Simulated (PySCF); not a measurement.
PySCF input (BP86/6-31G* (5d)):

```python
from pyscf import gto, dft

mol = gto.M(
    atom='''
    O     0.67531939    0.08570826    1.21578690
    C     0.06089834    0.12797473    0.10750752
    C    -0.32763936    1.24106744   -0.61255944
    C    -0.29036899   -1.24656785   -0.50134071
    H    -0.90767409   -1.80678104    0.20937975
    H    -0.85220183    1.15134108   -1.55652673
    H    -0.11097141    2.23680331   -0.23962904
    H     0.63084779   -1.82189023   -0.64414044
    H    -0.81989546   -1.17998507   -1.45702293
    ''',
    basis='6-31g*',
    charge=-1,
    spin=0,
    verbose=4,
)

mf = dft.RKS(mol, xc='bp86')
mf.grids.level = 3
mf.conv_tol = 1e-9
mf.max_cycle = 100
mf.max_memory = 1500
mf.kernel()
if not mf.converged:
    mf = mf.newton()
    mf.kernel(mf.make_rdm1())
mf.dip_moment()
```

### Question
Predict the final energy.

### Answer
-192.52233 Eh.
